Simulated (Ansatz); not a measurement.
One change: `[SiH3]BCl` becomes `BCl`.

Ansatz, PBE0-D4/def2-TZVP geometries, multiplicity 1. 

```
                                           property  `[SiH3]BCl`
 size of the dipole moment (ωB97M-V/def2-TZVPP) / D         0.35
     size of the dipole moment (PBE/def2-TZVPP) / D         0.25
               HOMO–LUMO gap (PBE0/def2-TZVPP) / eV         5.71
vertical ionisation energy (CCSD(T)/CBS(def2)) / eV        10.51
                HOMO energy (B3LYP/def2-TZVPP) / eV        -7.79
                LUMO energy (B3LYP/def2-TZVPP) / eV        -2.45
```

Question: What does the change do to each property? (Best estimate.)

Answer: The calculation gave: 
| property | `BCl` | shift |
| --- | --- | --- |
| size of the dipole moment (ωB97M-V/def2-TZVPP) / D | 0.52 | 0.17 |
| size of the dipole moment (PBE/def2-TZVPP) / D | 0.37 | 0.12 |
| HOMO–LUMO gap (PBE0/def2-TZVPP) / eV | 6.83 | 1.12 |
| vertical ionisation energy (CCSD(T)/CBS(def2)) / eV | 11.69 | 1.18 |
| HOMO energy (B3LYP/def2-TZVPP) / eV | -8.42 | -0.63 |
| LUMO energy (B3LYP/def2-TZVPP) / eV | -2.04 | 0.41 |

With PBE0 the HOMO falls by 0.66 eV and the LUMO rises by 0.46 eV, so the gap widens by about 1.12 eV. PBE moves the HOMO by -0.53 eV and ωB97M-V by -0.77 eV. The zero-point energy changes by -43.5 kJ/mol with -9 modes. Dipoles are sizes alone; their direction can turn.

B3LYP here is the variant with VWN-RPA as its local correlation; programs differ in this.
